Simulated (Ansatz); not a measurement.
Basis-set series for FHMg (`[F][MgH]`). Charge 0, multiplicity 1. The structure was optimised at the PBE0-D4/def2-TZVP level.

```
atom   x (Å)   y (Å)   z (Å)
  F1  -1.216  -0.251   1.209
 Mg2   0.016   0.003  -0.016
  H3   1.200   0.247  -1.193
```

```csv
functional,basis,functions,energy (Eh),HOMO (eV),LUMO (eV)
PBE0-D4,def2-TZVPP,77,-300.40891,-8.28,-0.93
PBE0-D4,def2-QZVPP,150,-300.42537,-8.25,-0.96
ωB97M-V,def2-TZVPP,77,-300.57476,-10.52,0.36
ωB97M-V,def2-QZVPP,150,-300.59038,-10.50,0.15
```

(1) Give the rows for def2-SVP. (An estimate is asked.)

## Answers

(1) Ansatz gave: 
| functional | basis | functions | energy (Eh) | HOMO (eV) | LUMO (eV) |
| --- | --- | --- | --- | --- | --- |
| PBE0-D4 | def2-SVP | 37 | -300.21216 | -8.30 | -0.84 |
| ωB97M-V | def2-SVP | 37 | -300.37653 | -10.51 | 0.49 |

Positive LUMOs are unbound and depend on the basis.
